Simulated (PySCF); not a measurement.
Coordinates in bohr (charge -1 multiplicity 2):
```
Si    0.0000    0.0000   -0.5522
O     2.7429    0.0000    0.4829
O    -2.7429    0.0000    0.4829
```

All numbers come from UPBE0 in PySCF with Si def2-TZVPD, O def2-TZVPD; no relativity; density-fitted integrals.

This geometry of SiO₂⁻ is a stationary point at this level.

(1) What is the point group?

(2) Is it a minimum?

(3) What are the dipole moment and the gap between the highest occupied and lowest empty levels of either spin?

(4) Give the ideal-gas entropy at 298.15 K and 1 bar by parts.

Results:

(1) C2v.

(2) Yes: all harmonic wavenumbers are real.

(3) 0.86 D about the centre of mass and 3.13 eV.

(4) translation 159.9, rotation 84.3, vibration 5.7, spin 5.8; total 255.7 J/(mol K).

Other isomers or separated fragments may lie lower. The lowest empty level of this anion is unbound, so it and the gap depend on the basis.
